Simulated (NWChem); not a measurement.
The numbers come from NWChem runs, not from measurements. System: Al, charge 0, spin multiplicity 4. Its SCF solution wasn't tested for a lower state. Level: ROCCSD(T)/def2-TZVP, 5 core orbitals frozen.

Input file:

```
start mol
memory heap 100 mb stack 700 mb global 1900 mb
geometry units angstroms nocenter noautoz
  Al     0.000000     0.000000     0.000000
  symmetry group D2h
end
basis spherical
  * library def2-tzvp
end
scf
  rohf
  nopen 3
  maxiter 100
  thresh 1e-7
  semidirect memsize 60000000 filesize 0
  # guess.movecs holds the orbitals of an unrestricted PBE0 run
  vectors input guess.movecs output mol.movecs
end
tce
  freeze core 5
  ccsd(t)
  2eorb
  2emet 13
  thresh 1e-6
  maxiter 100
  tilesize 24
end
task tce energy
```

Output (cleaned and shortened):

```
             Northwest Computational Chemistry Package (NWChem) 7.3.0
             --------------------------------------------------------

                                NWChem Input Module
                                -------------------

 Scaling coordinates for geometry "geometry" by  1.889725989
 (inverse scale =  0.529177249)

                             Geometry "geometry" -> ""
                             -------------------------

 Output coordinates in angstroms (scale by  1.889725989 to convert to a.u.)

  No.       Tag          Charge          X              Y              Z
 ---- ---------------- ---------- -------------- -------------- --------------
    1 Al                  13.0000     0.00000000     0.00000000     0.00000000

 Effective nuclear repulsion energy (a.u.)       0.0000000000

            Nuclear Dipole moment (a.u.)
            ----------------------------
        X                 Y               Z
 ---------------- ---------------- ----------------
     0.0000000000     0.0000000000     0.0000000000

      Symmetry information
      --------------------

 Group name             D2h
 Group number             26
 Group order               8
 No. of unique centers     1

      Symmetry unique atoms

     1


 Summary of "ao basis" -> "" (spherical)
 ------------------------------------------------------------------------------
       Tag                 Description            Shells   Functions and Types
 ---------------- ------------------------------  ------  ---------------------
 *                         def2-tzvp                  on all atoms

 Summary of "ao basis" -> "ao basis" (spherical)
 ------------------------------------------------------------------------------
       Tag                 Description            Shells   Functions and Types
 ---------------- ------------------------------  ------  ---------------------
 Al                        def2-tzvp                13       37   5s5p2d1f

                                 NWChem SCF Module
                                 -----------------

  ao basis        = "ao basis"
[...]
                   ---------------------------------------------


            General Information
            -------------------
      Number of processors :     1
         Wavefunction type : Restricted open-shell Hartree-Fock
          No. of electrons :    13
           Alpha electrons :     8
            Beta electrons :     5
           No. of orbitals :    74
            Alpha orbitals :    37
             Beta orbitals :    37
        Alpha frozen cores :     5
         Beta frozen cores :     5
     Alpha frozen virtuals :     0
      Beta frozen virtuals :     0
         Spin multiplicity : quartet
    Number of AO functions :    37
       Number of AO shells :    13
        Use of symmetry is : on
      Symmetry adaption is : on
         Schwarz screening : 0.10D-09

          Correlation Information
          -----------------------
          Calculation type : Coupled-cluster singles & doubles w/ perturbation
   Perturbative correction : (T)
            Max iterations :      100
        Residual threshold : 0.10D-05
     T(0) DIIS level shift : 0.00D+00
     L(0) DIIS level shift : 0.00D+00
     T(1) DIIS level shift : 0.00D+00
     L(1) DIIS level shift : 0.00D+00
     T(R) DIIS level shift : 0.00D+00
     T(I) DIIS level shift : 0.00D+00
   CC-T/L Amplitude update :  5-th order DIIS
                I/O scheme : Global Array Library
        L-threshold :  0.10D-05
        EOM-threshold :  0.10D-05
 no EOMCCSD initial starts read in
 TCE RESTART OPTIONS
 SLICE:      F
 D4D5:       F
 quantumc:   F
 qrotation:  F
 pwtce:      F
 qducc:      F
 nacto:                         0
 nrotv:                         0
 nrot:                          0

            Memory Information
            ------------------
          Available GA space size is     249034062 doubles
          Available MA space size is     104853868 doubles

 Maximum block size supplied by input
 Maximum block size        24 doubles

 tile_dim =      6

 -------------------------------------------------

 Global array virtual files algorithm will be used

 Parallel file system coherency ......... OK

 4-electron integrals stored in orbital form

 v2    file size   =            30853
 4-index algorithm nr.  13 is used
 imaxsize =       30
 imaxsize ichop =        0


CCSD iterations
 ---------------------------------------------------------
 Iter          Residuum       Correlation     Cpu    Wall
 ---------------------------------------------------------
    1   0.0209444563893  -0.0119038549804     0.1     0.1
    2   0.0048506309065  -0.0135292760603     0.1     0.1
    3   0.0012383561662  -0.0138807404380     0.1     0.1
    4   0.0003272709861  -0.0139628059062     0.0     0.0
    5   0.0000889516911  -0.0139831662141     0.0     0.0
    6   0.0000033458301  -0.0139902367962     0.0     0.0
    7   0.0000004938488  -0.0139902150294     0.0     0.0
 -----------------------------------------------------------------
 Iterations converged
 CCSD correlation energy / hartree =        -0.013990215029356
 CCSD total energy / hartree       =      -241.799722388128885

 Singles contributions

 Doubles contributions
 CCSD(T)
 Using plain CCSD(T) code
             total no. of tasks          150
 total no. of tasks / no. procs          150
                         wl_min            2           1.1
                         wl_max          216           2.4
        thresh for no. of tasks          150

 CCSD[T]  correction energy / hartree =        -0.000166150265674
 CCSD[T] correlation energy / hartree =        -0.014156365295030
 CCSD[T] total energy / hartree       =      -241.799888538394555
 CCSD(T)  correction energy / hartree =        -0.000165507900386
 CCSD(T) correlation energy / hartree =        -0.014155722929742
 CCSD(T) total energy / hartree       =      -241.799887896029276

 Task  times  cpu:        3.0s     wall:        3.0s

 Total times  cpu:        3.1s     wall:        3.1s
```
